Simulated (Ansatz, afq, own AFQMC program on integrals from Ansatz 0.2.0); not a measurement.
Where AFQMC and coupled cluster stand for AlGeH, triplet

```xyz
3

Ge    0.0000    0.0000    0.2531
Al    0.0000    0.0000   -2.1956
H     0.0000    0.0000    1.9426
```

Connectivity, by distances: GeH–Al.

Basis cc-pVDZ. Noble-gas cores (and the filled d shells of Ga–Kr and In–Xe) are frozen. AFQMC by an in-house program on the Cholesky factors that Ansatz 0.2.0 writes for its CCSD(T) run. ph-AFQMC/CISD is guided by a CISD state made of CCSD amplitudes; releasing the constraint for a short imaginary time cuts its bias at the price of noise, slowly where states lie close. Error bars are statistical, one sigma. No spin–orbit coupling.

Determinant: UHF, the one that the program's search chose, which needn't be the lowest solution. The geometry is a point of a scan.

No full CI on the walks' own integrals is used here; CCSDT(Q) serves as the reference and is uncertain by about the last step of the cluster series.

Cautions: no relativity below Rb; no spin-orbit coupling; inner d shell frozen; lower spins were not checked.

```
T1 diagnostic                               : 0.0293
weight of the determinant in the CISD state : 0.860
⟨S²⟩ of the determinant                     : 2.047
size of the correlated space                : 8 electrons in 31 orbitals
```

```tsv
level	correlation energy (eV)
MP2	-2.9478
CCSD	-3.8514
CCSD(T)	-3.9988
```

(1) Estimate where phaseless AFQMC with a CISD trial lies against CCSD(T) on the same integrals.

(1) 2.3 ± 0.9 kJ/mol below CCSD(T).

Reference: CCSDT(Q), correlation energy -4.050 eV. The released energy is read at 2.40 1/Eh (meV from the phaseless value at times in 1/Eh: -1 ± 12 at 0.24, 2 ± 10 at 0.51, -8 ± 9 at 0.99, -32 ± 11 at 1.62, -12 ± 10 at 2.40).

| level | E − E(reference) (kJ/mol) | share of correlation (%) |
| --- | --- | --- |
| CCSD(T) | 5.0 | 98.73 |
| CCSDT | 0.9 | 99.77 |
| ph-AFQMC/HF | -3.8 ± 4.5 | 100.96 |
| ph-AFQMC/CISD | 2.7 ± 0.9 | 99.32 |
| released AFQMC | 1.5 ± 1.0 | 99.62 |

A walk keeps the symmetry of its determinant, which the program's search chose and which needn't be the lowest solution, so a lower state of the same spin and another symmetry isn't excluded. Released energies are given only where the last usable release times agree within the noise; a slower fall can still hide under it.
